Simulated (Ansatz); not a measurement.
# Os3Cl: from a trial structure to a relaxed crystal

Method: Ansatz, DFT PBE, scalar-relativistic, plane waves, PAW. Cutoff 420 eV, Γ-centred k mesh, Gaussian smearing, no spin polarisation in the final step.

The start puts Os3Cl on the Cu3Au (L1_2) structure type (Pm-3m, No. 221), with Cl in place of Au, Os in place of Cu, at a guessed volume.

```yaml
crystal:
  lattice:
    - [4.00716, 0.00000, 0.00000]
    - [0.00000, 4.00716, 0.00000]
    - [0.00000, 0.00000, 4.00716]
  atoms:
    - { symbol: Os, position: [0.00000, 0.50000, 0.50000] }
    - { symbol: Os, position: [0.50000, 0.00000, 0.50000] }
    - { symbol: Os, position: [0.50000, 0.50000, 0.00000] }
    - { symbol: Cl, position: [0.00000, 0.00000, 0.00000] }
```

Cell and atoms relax at zero pressure; the relaxation can't lower the symmetry of the start. After a coarse first stage the cell is made exact in the group found at 0.06 Å.

Formation energies are uncorrected and refer to the elements' standard structures at the same level (Cl₂ as a molecule).

(1) Describe the relaxed structure.

(2) What are its volume, energy, density and gap?

Answers

(1) It keeps Pm-3m (No. 221). The result has the Cu3Au (L1_2) structure. Conventional cell: a = 3.908 Å. Os is coordinated by 4 Cl at 2.76 Å and 8 Os at 2.76 Å; Cl has 12 Os at 2.76 Å.

Space group Pm-3m (No. 221). a = 3.908 Å, b = 3.908 Å, c = 3.908 Å, α = 90.00°, β = 90.00°, γ = 90.00°
```tsv
atom	site	symmetry	x	y	z
Os	3c	4/mm.m	0.0000	0.5000	0.5000
Cl	1a	m-3m	0.0000	0.0000	0.0000
```

(2) The volume per atom is 14.92 Å³, the density is 16.86 g/cm³ and the energy over the elements is 1.80 eV/atom. The gap on the 12×12×12 mesh is 0 eV (a metal).

The final run used a 12×12×12 mesh on its 4-atom cell and 0.10 eV smearing. For metals, differences of a few meV/atom aren't resolved. Spin–orbit coupling is left out. A structure relaxed within its symmetry needn't be a true minimum.

Cost: 3 runs of about 1.3 core-minutes in all, on Intel Xeon Platinum 8259CL (Skylake/Cascade Lake) (shared hosts).